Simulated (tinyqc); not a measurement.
Starting guesses with plain Roothaan steps: SCF starting guesses in the sto-3g basis, for H3O+, spin multiplicity 1. Computed by the program tinyqc with PySCF. Command: `OMP_NUM_THREADS=1 python tinyqc.py 113880 113881 out.jsonl`; one thread of a shared host (Intel(R) Xeon(R) Processor @ 2.60GHz), about 0.5 s.

Geometry (angstrom):

| atom | x | y | z |
|---|---|---|---|
| O | 0.0000 | 0.0000 | 0.3070 |
| H | 0.8850 | 0.0000 | 0.0000 |
| H | -0.4430 | 0.7670 | 0.0000 |
| H | -0.4430 | -0.7670 | 0.0000 |

lowest restricted solution found by these runs and by PySCF = -75.317307 hartree

RHF with one setting changed at a time; a run stops when the energy changes by less than 1e-09 hartree and the error matrix is below 1e-5. Starts: the lowest orbitals of the core Hamiltonian, of the Wolfsberg-Helmholz matrix (K = 1.75), projected atomic densities, random orbitals, and the highest orbitals of the core Hamiltonian (a deliberately bad start).

Largest element of the error matrix X^T (FDS - SDF) X:

| iteration | core | Wolfsberg-Helmholz | atomic densities | random | highest core orbitals |
|---|---|---|---|---|---|
| 1 | 8.2e-01 | 5.2e-01 | 1.4e+00 | 1.3e+01 | 2.8e-01 |
| 2 | 1.6e-01 | 8.4e-02 | 2.8e-01 | 7.7e-01 | 8.1e-01 |
| 3 | 2.4e-02 | 2.2e-02 | 3.6e-02 | 1.3e-01 | 1.6e-01 |
| 4 | 4.3e-03 | 6.1e-03 | 8.8e-03 | 3.1e-02 | 2.2e-02 |
| 5 | 1.4e-03 | 2.3e-03 | 1.2e-03 | 7.3e-03 | 4.5e-03 |
| 6 | 5.6e-04 | 8.6e-04 | 3.3e-04 | 2.3e-03 | 7.9e-04 |
| 8 | 8.5e-05 | 1.3e-04 | 4.1e-05 | 4.0e-04 | 1.1e-04 |
| 10 | 1.3e-05 | 2.0e-05 | 6.6e-06 | 6.6e-05 | 1.8e-05 |

How each run ends:

| run | iterations | E (hartree) | state |
|---|---|---|---|
| core | 11 | -75.31731 | lowest found |
| Wolfsberg-Helmholz | 11 | -75.31731 | lowest found |
| atomic densities | 10 | -75.31731 | lowest found |
| random | 13 | -75.31731 | lowest found |
| highest core orbitals | 11 | -75.31731 | lowest found |

5 of 5 runs reach the lowest restricted solution found, in 10 to 13 iterations (fastest: atomic densities). The first errors are 8e-01, 5e-01, 1e+00, 1e+01, 3e-01; the deliberately bad start has the smallest one, so a small first error does not mark a good start.
